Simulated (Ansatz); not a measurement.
# BeNH3+ (doublet): the correlation ladder, def2-TZVPP

One table from this session's results is given with a row withheld; the runs are named, their logs left out.

Program: Ansatz 0.2.0, Gaussian basis. Level of theory: def2-TZVPP, core rule «outside noble gas», up to 2 orbitals frozen. These are calculated values, not measurements.

To be run: UHF; ROHF; CCSD(T) on UHF.

2 further runs of the same task are left out: 2 set aside as unsound or not needed.

### The geometry

The geometry is a PBE0/def2-TZVP stationary point (not a proven minimum) of the parent state, kept for this charge and spin.

5 atoms, charge 1, spin multiplicity 2.

Atoms are counted from 1 here; the program's logs count them from 0.

Bond lengths: N1–Be2 1.500 Å, N1–H3 1.007 Å, N1–H4 1.007 Å, Be2–H5 1.338 Å. Angles: Be2–N1–H3 125.2°, Be2–N1–H4 125.2°, H3–N1–H4 109.7°, N1–Be2–H5 180.0°.

Geometry (Å):

```xyz
5
BeH3N
N     0.0000    0.0000    0.5840
Be    0.0000    0.0000   -0.9159
H     0.0000    0.8231    1.1640
H     0.0000   -0.8231    1.1640
H     0.0000    0.0000   -2.2542
```

Set-up of the first run:

File in.yaml:

```yaml
crystal:
  periodic: [false, false, false]
  atoms:
    - {symbol: N, position_ang: [0.000000, 0.000000, 0.583987]}
    - {symbol: Be, position_ang: [0.000000, 0.000000, -0.915893]}
    - {symbol: H, position_ang: [0.000000, 0.823106, 1.164026]}
    - {symbol: H, position_ang: [0.000000, -0.823106, 1.164026]}
    - {symbol: H, position_ang: [0.000000, 0.000000, -2.254168]}
basis:
  gaussian: {orbitals: def2-TZVPP}
total_charge: 1
magnetization: {spin_polarized: true, initial_magnetization: 1}
hamiltonian: {xc: hf}
output: {orbitals: {seedname: orbitals}}
```

On the command line:

```bash
$ ansatz run in.yaml --threads 1 --pin off --events-out ev --progress --plain --max-ram 4096MiB --backend cpu
```

Among the steps run: UHF; ROHF; CCSD(T) on UHF.

One table of the session follows, with a row left open; its other results are not shown here.

It belongs to the step «Misses and costs». 

| method | from UCCSD(T) (kcal/mol) |
| --- | --- |
| ROHF | +152.79 |
| UHF | +149.77 |
| UMP2 | +19.49 |
| UCCSD | ? |
| UCCSD(T) | 0 |

Q: Estimate the row for UCCSD from the others.

The run gave: from UCCSD(T) (kcal/mol): +3.28. In the column «from UCCSD(T) (kcal/mol)» it lies between UCCSD(T) (0) and UMP2 (+19.49).
